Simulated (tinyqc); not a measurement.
Inside a calculation. Method: MP2 on RHF in the sto-6g basis, frozen core, for H2O, spin multiplicity 1. One step of it, computed by the program tinyqc.

Task: Second-order Moller-Plesset energy. E2 = sum_ijab (ia|jb) [2 (ia|jb) - (ib|ja)] / (e_i + e_j - e_a - e_b) over occupied i, j and virtual a, b; the opposite-spin part is (ia|jb)^2 / denominator, the rest is same-spin, and SCS-MP2 scales them by 6/5 and 1/3.

orbital energies (hartree): MO1 -20.518536, MO2 -1.232657, MO3 -0.569867, MO4 -0.448510, MO5 -0.393838, MO6 0.505720, MO7 0.618880

Two-electron integrals over orbitals (pq|rs), unique and non-zero (hartree); the lowest 1 orbital is frozen and left out:
```
(22|22) 0.726610    (32|32) 0.134767    (33|22) 0.626255    (33|33) 0.607534
(42|22) -0.016223   (42|33) 0.004317    (42|42) 0.129290    (43|32) 0.025439
(43|43) 0.052988    (44|22) 0.668805    (44|33) 0.578106    (44|42) -0.098495
(44|44) 0.729493    (52|52) 0.148985    (53|53) 0.027239    (54|52) -0.045060
(54|54) 0.050757    (55|22) 0.754027    (55|33) 0.611727    (55|42) -0.077494
(55|44) 0.704638    (55|55) 0.880663    (62|22) 0.137596    (62|33) 0.070461
(62|42) 0.027994    (62|44) 0.072235    (62|55) 0.148486    (62|62) 0.097929
(63|32) -0.037902   (63|43) -0.035019   (63|63) 0.073710    (64|22) 0.116532
(64|33) 0.046886    (64|42) -0.044160   (64|44) 0.129743    (64|55) 0.138583
(64|62) 0.061067    (64|64) 0.087907    (65|52) 0.053773    (65|54) 0.003432
(65|65) 0.035534    (66|22) 0.601863    (66|33) 0.557864    (66|42) 0.051392
(66|44) 0.547777    (66|55) 0.582643    (66|62) 0.095408    (66|64) 0.049601
(66|66) 0.589814    (72|32) 0.050473    (72|43) -0.031851   (72|63) 0.031783
(72|72) 0.066001    (73|22) 0.156733    (73|33) 0.089663    (73|42) -0.078095
(73|44) 0.148254    (73|55) 0.198389    (73|62) 0.071797    (73|64) 0.094142
(73|66) 0.042187    (73|73) 0.157707    (74|32) -0.074290   (74|43) -0.008636
(74|63) 0.051567    (74|72) -0.016914   (74|74) 0.070349    (75|53) 0.023850
(75|75) 0.024726    (76|32) 0.090236    (76|43) 0.058087    (76|63) -0.066283
(76|72) -0.005819   (76|74) -0.060447   (76|76) 0.114860    (77|22) 0.613613
(77|33) 0.591898    (77|42) -0.016821   (77|44) 0.588211    (77|55) 0.613287
(77|62) 0.064696    (77|64) 0.046889    (77|66) 0.556976    (77|73) 0.093391
(77|77) 0.603486
```

Hartree-Fock energy = -75.67045417 hartree

Give: Terms; Pair energies; MP2 correlation energy; SCS-MP2 correlation energy; MP2 total energy.

Result:

Terms:
```
i  j  a  b  (ia|jb)  (ib|ja)  denominator       term
3  3  7  7   0.1577   0.1577      -2.3775    -0.0105
4  3  6  7   0.0941   0.0516      -2.1430    -0.0060
3  4  7  6   0.0941   0.0516      -2.1430    -0.0060
4  4  6  6   0.0879   0.0879      -1.9085    -0.0040
2  2  6  6   0.0979   0.0979      -3.4768    -0.0028
3  2  7  6   0.0718   0.0318      -2.9271    -0.0027
2  3  6  7   0.0718   0.0318      -2.9271    -0.0027
3  3  6  6   0.0737   0.0737      -2.1512    -0.0025
4  4  7  7   0.0703   0.0703      -2.1348    -0.0023
2  4  6  6   0.0611   0.0611      -2.6926    -0.0014
4  2  6  6   0.0611   0.0611      -2.6926    -0.0014
2  2  7  7   0.0660   0.0660      -3.7031    -0.0012
5  5  6  6   0.0355   0.0355      -1.7991    -0.0007
5  5  7  7   0.0247   0.0247      -2.0254  -3.02e-04
3  4  6  7   0.0516   0.0941      -2.1430  -2.16e-04
4  3  7  6   0.0516   0.0941      -2.1430  -2.16e-04
2  4  7  7  -0.0169  -0.0169      -2.9189  -9.80e-05
4  2  7  7  -0.0169  -0.0169      -2.9189  -9.80e-05
3  2  6  7   0.0318   0.0718      -2.9271   8.94e-05
2  3  7  6   0.0318   0.0718      -2.9271   8.94e-05
```

Pair energies (hartree; pair i-j sums ij and ji):
```
pair  opposite spin  same spin
2-2         -0.0039     0.0000
3-2         -0.0042    -0.0011
3-3         -0.0130     0.0000
4-2         -0.0030     0.0000
4-3         -0.0108    -0.0017
4-4         -0.0064     0.0000
5-5         -0.0010     0.0000
```

MP2 correlation energy = -0.045010 hartree

SCS-MP2 correlation energy = -0.051597 hartree

MP2 total energy = -75.715464 hartree
